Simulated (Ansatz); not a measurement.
Cubic perovskite BaTiO₃ (cubic high-temperature phase), treated with PBE0 in Ansatz (plane waves, PAW).

Run with plane-wave cutoff 460 eV, 6×6×6 k mesh, Fermi–Dirac smearing 0.01 eV, no spin polarisation, scalar-relativistic PAW data made under PBE.

The cell has the measured lattice: a = b = c = 4.0010 Å, α = β = γ = 90.00°.

Question: Give the computed band gap and smallest direct gap on the k points sampled.

Answer: 
* **band gap**: 3.95 eV (on the SCF k mesh)
* **smallest direct gap on the k points sampled**: 4.02 eV

Measured, for comparison: band gap 3.2 eV (temperature not stated, not corrected to a static lattice; as tabulated in Matsushita et al. (2011), arXiv:1104.2769).

Note: held by symmetry at 0 K, a high-temperature phase can be a saddle point; cell and atoms aren't relaxed at this level (pressure -3.3 GPa).

Spin–orbit coupling is not included.

Static lattice: no zero-point or thermal effects.

The result took roughly 60 core-seconds.

Ansatz is an electronic-structure program.
